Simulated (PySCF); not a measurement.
Gas-phase reaction: 3 CH₂Cl₂ → CCl₄ + 2 CH₃Cl

Method: PySCF energies plus ideal-gas RRHO corrections (1 bar). The comparison is the NASA 1993 polynomial table, which mixes measured and estimated data. † marks an energy on the PBE0/def2-TZVP geometry and frequencies; other levels use their own. CCSD(T) freezes the core. 6-31G* has spherical d functions here. All species are closed-shell singlets. B3LYP is the form with VWN-RPA correlation. CCSD(T) isn't extrapolated to the basis-set limit.

| level | ΔH°(298 K), kJ |
|---|---|
| table | 26.4 |
| B3LYP/6-31G* | [?] |
| B3LYP/def2-TZVP† | [?] |
| CCSD(T)/def2-TZVPP† | 28.2 |
| HF/def2-TZVP† | [?] |
| PBE/def2-TZVP† | 27.1 |
| LDA/def2-TZVP† | 16.9 |

Problem. What belongs in the gaps?

Solution. 
- B3LYP/6-31G*, ΔH°(298 K), kJ: 39.8
- B3LYP/def2-TZVP†, ΔH°(298 K), kJ: 35.8
- HF/def2-TZVP†, ΔH°(298 K), kJ: 53.3
